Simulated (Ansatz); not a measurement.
Basis-set extrapolation for C₂H₄O₂ (`COC=O`) (PBE0-D4/def2-TZVP geometry, frozen core, Ansatz 0.2.0). Multiplicity 1, RHF reference.

```
                      def2-TZVPP   def2-QZVPP
                 HF  -227.887200  -227.897795
    MP2 correlation    -0.795762    -0.854682
CCSD(T) correlation    -0.846221      not run
```

Energies in hartree. Use E(X) = E(∞) + A·exp(−7.88·√X) for Hartree–Fock and E(X) = E(∞) + B·X^(−2.97) for correlation, with X = 3 and 4, and add CCSD(T) minus MP2 of the smaller set to the MP2 limit.

Task: What is the CCSD(T) energy at the basis-set limit?

Result: HF limit: -227.897795 + (-0.010595) × 0.13774 = -227.89925. MP2 limit: -0.854682 + (-0.058920) × 0.74074 = -0.89833. Higher-order term: -0.846221 − (-0.795762) = -0.05046. Total: -228.84804 hartree, 300.9 kJ/mol below CCSD(T)/def2-TZVPP.
